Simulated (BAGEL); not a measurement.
# UHF/cc-pVDZ (density fitting with qzvpp-jkfit) run of Si2NH6 (SMILES [SiH2]N[SiH3])

Aim: the vertical ionisation energy of Si2NH6 at UHF/cc-pVDZ (density fitting with qzvpp-jkfit), from 2 runs. 

The calculation is run with BAGEL 1.2.2.

2 further runs of the same task are left out: 2 set aside as unsound or not needed. Runs told in other sessions of the task aren't counted.

### Step 1. The system as given

Si2NH6 has 9 atoms, charge 0, and is taken as a doublet. SMILES: `[SiH2]N[SiH3]`. The coordinates come from a PBE0-D4/def2-TZVP relaxation. This is one conformer, not always the lowest.

Bond lengths: Si1–N2 1.730 Å, N2–Si3 1.731 Å, Si1–H4 1.491 Å, Si1–H5 1.494 Å, N2–H6 1.011 Å, Si3–H7 1.488 Å, Si3–H8 1.483 Å, Si3–H9 1.488 Å. Some angles: Si1–N2–Si3 128.1°, Si1–N2–H6 115.1°, Si3–N2–H6 116.2°, N2–Si1–H4 107.7°, N2–Si1–H5 108.7°, N2–Si3–H7 111.1°, N2–Si3–H8 107.0°, N2–Si3–H9 112.0°, H4–Si1–H5 110.7°, H7–Si3–H8 109.8°.

### Step 2. A single-point energy at UHF/cc-pVDZ (density fitting with qzvpp-jkfit)

The input, hf.json:

```json
{ "bagel" : [

{
  "title" : "molecule",
  "basis" : "cc-pvdz.json",
  "df_basis" : "qzvpp-jkfit",
  "angstrom" : true,
  "geometry" : [
    { "atom" : "Si", "xyz" : [   -1.200900,    0.925300,   -0.948400 ] },
    { "atom" : "N", "xyz" : [    0.196900,    0.625800,    0.025200 ] },
    { "atom" : "Si", "xyz" : [    0.611700,   -0.820500,    0.880200 ] },
    { "atom" : "H", "xyz" : [   -1.616500,   -0.372000,   -1.554500 ] },
    { "atom" : "H", "xyz" : [   -0.842900,    1.913400,   -2.010900 ] },
    { "atom" : "H", "xyz" : [    0.764100,    1.439300,    0.222200 ] },
    { "atom" : "H", "xyz" : [    1.982600,   -1.276500,    0.525400 ] },
    { "atom" : "H", "xyz" : [   -0.378200,   -1.853400,    0.488500 ] },
    { "atom" : "H", "xyz" : [    0.571600,   -0.627700,    2.355400 ] }
  ]
},
{
  "title" : "uhf",
  "nopen" : 1
},
{
  "title" : "print",
  "file" : "orbitals.molden",
  "orbitals" : true
}

]}
```

The basis set cc-pVDZ is read from a file made from the Basis Set Exchange's data (not shown).

Launch:

```
$ BAGEL_NUM_THREADS=1 BAGEL hf.json > hf.out
```

The log of the run:

```text
* using 1 threads per process

  ===============================================================
  ===============================================================

  *** Geometry ***

  { "atom" : "Si", "xyz" : [     -2.269372,      1.748564,     -1.792216 ] },
  { "atom" : "N", "xyz" : [      0.372087,      1.182591,      0.047621 ] },
  { "atom" : "Si", "xyz" : [      1.155945,     -1.550520,      1.663337 ] },
  { "atom" : "H", "xyz" : [     -3.054742,     -0.702978,     -2.937579 ] },
  { "atom" : "H", "xyz" : [     -1.592850,      3.615802,     -3.800050 ] },
  { "atom" : "H", "xyz" : [      1.443940,      2.719883,      0.419897 ] },
  { "atom" : "H", "xyz" : [      3.746571,     -2.412235,      0.992862 ] },
  { "atom" : "H", "xyz" : [     -0.714694,     -3.502418,      0.923131 ] },
  { "atom" : "H", "xyz" : [      1.080167,     -1.186181,      4.451061 ] },

  Number of auxiliary basis functions:      441

  Since a DF basis is specified, we compute 2- and 3-index integrals:
    o Being stored without compression. Storage requirement is 0.023 GB

  Number of basis functions:       80
  Number of electrons      :       41

    * METHOD: MOLECULE                             0.17

  *** Open-shell HF ***

  === Nuclear Repulsion ===
   147.5336914644

      * DIIS with orbital gradients will be used.

  === UHF iteration (cc-pvdz.json) ===
      0       -635.58377865          0.03332130           0.07
      1       -635.71635654          0.02488872           0.07
      2       -635.76386996          0.01510853           0.08
      3       -635.79953423          0.00143033           0.07
      4       -635.80023426          0.00031554           0.07
      5       -635.80029929          0.00012678           0.07
      6       -635.80031783          0.00003647           0.07
      7       -635.80032033          0.00001264           0.06
      8       -635.80032088          0.00000439           0.08
      9       -635.80032099          0.00000176           0.08
     10       -635.80032100          0.00000105           0.08
     11       -635.80032101          0.00000048           0.07
     12       -635.80032101          0.00000021           0.08
     13       -635.80032101          0.00000007           0.08
     14       -635.80032101          0.00000003           0.08
     15       -635.80032101          0.00000001           0.07
     16       -635.80032101          0.00000001           0.07
    * SCF iteration converged.

    * S^2 (UHF) is 0.7547

    * Permanent dipole moment:
           (   -0.187780,    -0.288253,    -0.170827) a.u.

    * METHOD: UHF                                  1.35

    * METHOD: PRINT                                0.01

  ===============================================================
```

It took 1.7 s on 1 thread of Intel Xeon 6975P-C (Granite Rapids), shared host.

### Step 3. The singlet cation

The input, input.json:

```json
{ "bagel": [

{
  "title": "molecule",
  "basis": "cc-pvdz.json",
  "df_basis": "qzvpp-jkfit",
  "angstrom": true,
  "geometry": [
    { "atom": "Si", "xyz": [   -1.200900,    0.925300,   -0.948400 ] },
    { "atom": "N", "xyz": [    0.196900,    0.625800,    0.025200 ] },
    { "atom": "Si", "xyz": [    0.611700,   -0.820500,    0.880200 ] },
    { "atom": "H", "xyz": [   -1.616500,   -0.372000,   -1.554500 ] },
    { "atom": "H", "xyz": [   -0.842900,    1.913400,   -2.010900 ] },
    { "atom": "H", "xyz": [    0.764100,    1.439300,    0.222200 ] },
    { "atom": "H", "xyz": [    1.982600,   -1.276500,    0.525400 ] },
    { "atom": "H", "xyz": [   -0.378200,   -1.853400,    0.488500 ] },
    { "atom": "H", "xyz": [    0.571600,   -0.627700,    2.355400 ] }
  ]
},
{ "title": "hf", "charge": 1 },
{ "title": "print", "file": "orbitals.molden", "orbitals": true }

]}
```

The basis set cc-pVDZ is read from a file made from the Basis Set Exchange's data (not shown).

Launch:

```
$ BAGEL_NUM_THREADS=1 BAGEL input.json > input.out
```

The log of the run:

```text
* using 1 threads per process

  ===============================================================
  ===============================================================

  *** Geometry ***

  { "atom" : "Si", "xyz" : [     -2.269372,      1.748564,     -1.792216 ] },
  { "atom" : "N", "xyz" : [      0.372087,      1.182591,      0.047621 ] },
  { "atom" : "Si", "xyz" : [      1.155945,     -1.550520,      1.663337 ] },
  { "atom" : "H", "xyz" : [     -3.054742,     -0.702978,     -2.937579 ] },
  { "atom" : "H", "xyz" : [     -1.592850,      3.615802,     -3.800050 ] },
  { "atom" : "H", "xyz" : [      1.443940,      2.719883,      0.419897 ] },
  { "atom" : "H", "xyz" : [      3.746571,     -2.412235,      0.992862 ] },
  { "atom" : "H", "xyz" : [     -0.714694,     -3.502418,      0.923131 ] },
  { "atom" : "H", "xyz" : [      1.080167,     -1.186181,      4.451061 ] },

  Number of auxiliary basis functions:      441

  Since a DF basis is specified, we compute 2- and 3-index integrals:
    o Being stored without compression. Storage requirement is 0.023 GB

  Number of basis functions:       80
  Number of electrons      :       41

    * METHOD: MOLECULE                             0.15

  *** RHF ***

  === Nuclear Repulsion ===
   147.5336914644

      * DIIS with orbital gradients will be used.

  === RHF iteration (cc-pvdz.json) ===
      0       -635.33251310          0.01601288           0.04
      1       -635.43328974          0.01412730           0.03
      2       -635.52587586          0.00155439           0.05
      3       -635.52791900          0.00027732           0.05
      4       -635.52798722          0.00007957           0.05
      5       -635.52799669          0.00003259           0.04
      6       -635.52799848          0.00001203           0.04
      7       -635.52799874          0.00000334           0.04
      8       -635.52799876          0.00000085           0.04
      9       -635.52799876          0.00000046           0.04
     10       -635.52799876          0.00000016           0.03
     11       -635.52799876          0.00000006           0.03
     12       -635.52799876          0.00000002           0.04
     13       -635.52799876          0.00000001           0.03
    * SCF iteration converged.

    * Permanent dipole moment:
           (    1.331607,    -1.447772,     0.887628) a.u.

    * METHOD: HF                                   0.66

    * METHOD: PRINT                                0.01

  ===============================================================
```

Wall time 0.99 s (1 thread of Intel Xeon 6975P-C (Granite Rapids), shared host).

### Step 4. Outcome

Level: UHF/cc-pVDZ (density fitting with qzvpp-jkfit).

```
                                          quantity          value
                      doublet Si2NH6: total energy  -635.80032 Eh
                     doublet Si2NH6: dipole moment         0.98 D
                              doublet Si2NH6: ⟨S²⟩          0.755
                      singlet cation: total energy  -635.52800 Eh
                       singlet cation: HOMO energy      -16.38 eV
                       singlet cation: LUMO energy       -6.44 eV
                     singlet cation: HOMO–LUMO gap        9.95 eV
vertical ionisation energy (to the singlet cation)       7.410 eV
```

In words: Removing an electron at fixed nuclei costs 7.41 eV (715 kJ/mol).
